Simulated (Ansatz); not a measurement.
The inner images of a band of CH4BCl + H2 (9 atoms, charge 0, multiplicity 1) are given out of order.

Method: RKS PBE-D4/def2-SVP (Ansatz 0.2.0).

Initial state:

```xyz
9
Properties=species:S:1:pos:R:3
B -0.220 0.549 0.211
Cl -0.269 0.449 1.975
H 0.850 0.870 -0.267
C -1.473 0.239 -0.662
H -2.386 -0.032 -0.099
H -1.690 1.116 -1.313
H -1.224 -0.582 -1.371
H 0.587 -2.890 0.324
H 0.467 -2.389 0.896
```

Final state:

```xyz
9
Properties=species:S:1:pos:R:3
B 0.015 -0.417 -0.309
Cl -0.061 -0.142 2.422
H 0.996 0.288 -0.452
C -1.413 0.018 -0.759
H -2.247 -0.566 -0.324
H -1.610 1.103 -0.650
H -1.424 -0.185 -1.859
H 0.232 -1.595 -0.009
H 0.155 -1.176 1.635
```

Question: Put them in order from the first end to the last, with their energies above the first end.
A.
```xyz
9
Properties=species:S:1:pos:R:3
B -0.174 0.441 0.230
Cl -0.287 0.585 1.987
H 0.929 0.636 -0.242
C -1.431 0.150 -0.644
H -2.309 -0.234 -0.091
H -1.722 1.121 -1.111
H -1.191 -0.520 -1.496
H 0.442 -2.594 0.188
H 0.387 -2.257 0.876
```
B.
```xyz
9
Properties=species:S:1:pos:R:3
B -0.103 0.101 0.250
Cl -0.255 0.331 2.024
H 1.008 0.280 -0.209
C -1.393 0.036 -0.634
H -2.231 -0.540 -0.193
H -1.737 1.095 -0.689
H -1.219 -0.294 -1.678
H 0.335 -1.907 0.034
H 0.238 -1.773 0.790
```
C.
```xyz
9
Properties=species:S:1:pos:R:3
B -0.051 -0.150 0.182
Cl -0.208 0.086 2.066
H 1.016 0.248 -0.250
C -1.388 -0.012 -0.654
H -2.241 -0.593 -0.251
H -1.670 1.063 -0.588
H -1.283 -0.237 -1.737
H 0.287 -1.627 0.058
H 0.181 -1.448 0.870
```
D.
```xyz
9
Properties=species:S:1:pos:R:3
B 0.009 -0.326 -0.084
Cl -0.136 -0.133 2.160
H 1.033 0.284 -0.304
C -1.400 0.004 -0.693
H -2.234 -0.584 -0.264
H -1.643 1.082 -0.608
H -1.358 -0.227 -1.782
H 0.256 -1.573 0.067
H 0.117 -1.197 1.204
```
E.
```xyz
9
Properties=species:S:1:pos:R:3
B -0.133 0.299 0.242
Cl -0.278 0.536 1.993
H 0.990 0.403 -0.209
C -1.404 0.101 -0.639
H -2.237 -0.422 -0.130
H -1.773 1.129 -0.870
H -1.190 -0.378 -1.615
H 0.370 -2.268 0.092
H 0.298 -2.070 0.831
```

Answer: A (+0.01 eV), E (+0.04 eV), B (+0.18 eV), C (+0.50 eV), D (+0.92 eV).

Run time: 67 s on 1 thread of Intel(R) Xeon(R) 6975P-C (Granite Rapids), on a shared host, peak memory 0.16 GiB.
